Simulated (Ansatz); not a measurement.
Mulliken charges of CH4AlF (`F[CH2][AlH2]`) from ωB97M-V/def2-TZVPP in Ansatz (PBE0-D4/def2-TZVP geometry).

```json
{"atom": "F1", "x (Å)": "-1.744", "y (Å)": "0.316", "z (Å)": "-0.650", "charge (e)": "-0.248"}
{"atom": "C2", "x (Å)": "-0.606", "y (Å)": "-0.467", "z (Å)": "-0.434", "charge (e)": "-0.164"}
{"atom": "Al3", "x (Å)": "0.816", "y (Å)": "0.519", "z (Å)": "0.530", "charge (e)": "0.432"}
{"atom": "H4", "x (Å)": "-0.257", "y (Å)": "-0.827", "z (Å)": "-1.412", "charge (e)": "0.101"}
{"atom": "H5", "x (Å)": "-0.918", "y (Å)": "-1.366", "z (Å)": "0.115", "charge (e)": "0.101"}
{"atom": "H6", "x (Å)": "0.607", "y (Å)": "2.024", "z (Å)": "0.975", "charge (e)": "-0.108"}
{"atom": "H7", "x (Å)": "2.163", "y (Å)": "-0.267", "z (Å)": "0.832", "charge (e)": "-0.113"}
```

**Question.** By hand: the dipole of these point charges (1 e Å = 4.8032 D).

**Answer.** Σ q r = (0.456, -0.187, 0.131) e Å, of length 0.510 e Å = 2.45 D.

**Question.** How does the dipole of the full density compare? (An estimate is asked.)

**Answer.** The calculation gave: (0.246, -0.204, 0.034) e Å, 1.54 D; the point charges give 1.59 times that, at 19° from its direction.

Point charges leave out the atoms' own dipoles, such as those of lone pairs, and Mulliken's split depends on the basis, so the two needn't agree.
